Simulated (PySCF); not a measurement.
# Do core-level shifts follow atomic charges?

(2S)-2-methoxypropanenitrile, C4H7NO.
SMILES with atom numbers: `[CH3:1][O:2][C@@H:3]([CH3:4])[C:5]#[N:6]`

Structure used (GFN2-xTB), in Å, numbered top down from 1:
```
atom  x, y, z in Å
C1     1.938   -0.143    0.022
O2     0.699   -0.096    0.687
C3    -0.423   -0.152   -0.172
C4    -1.682   -0.256    0.690
C5    -0.509    1.030   -1.022
N6    -0.558    1.962   -1.681
H7     2.040   -1.066   -0.562
H8     2.697   -0.120    0.800
H9     2.073    0.716   -0.645
H10   -0.343   -1.032   -0.840
H11   -1.625   -1.155    1.298
H12   -2.567   -0.295    0.061
H13   -1.743    0.607    1.348
```

Binding energies: PySCF, delta-SCF UKS SCAN, pcX-2 on the ionised atom, pcseg-1 elsewhere, spin-free X2C. Charges: PBE0/pcSseg-1 ground-state density, for the ionised atom.

| atom | environment | C 1s (eV) | Mulliken (e) | IAO (e) | Hirshfeld (e) | ESP (e) |
| --- | --- | --- | --- | --- | --- | --- |
| C4 | methyl carbon | 291.32 | -0.208 | -0.415 | -0.111 | -0.534 |
| C5 | nitrile carbon | 292.26 | +0.088 | +0.116 | +0.081 | +0.249 |
| C1 | methoxy carbon | 292.55 | -0.033 | -0.209 | -0.040 | -0.214 |
| C3 | sp3 carbon bound to oxygen | 293.67 | +0.001 | +0.067 | +0.071 | +0.380 |

Q: Give the correlation coefficient and slope of binding energy on charge for each scheme.

A: ESP: r = 0.82, slope 1.9 eV per e; Hirshfeld: r = 0.72, slope 7.6 eV per e; IAO: r = 0.70, slope 2.7 eV per e; Mulliken: r = 0.60, slope 4.7 eV per e. ESP charges have the highest r, on only 4 points.

Q: The point-charge model writes a binding energy as kq + V + constant, with V the potential of the other atoms' charges at the site. What does it give with the IAO charges?

A: V = Σ 14.40 eV Å × q/r over all other atoms: +6.03 eV at C4, -2.74 eV at C5, +2.68 eV at C1, -1.92 eV at C3. Fitting binding energy − V to q gives k = 19.3 eV per e and leaves an rms residual of 0.59 eV, against 0.60 eV for the fit on q alone. The model has no term for differences in relaxation between sites.

One conformer (not necessarily the lowest) at the GFN2-xTB geometry, without solvent, vibrations or thermal averaging.
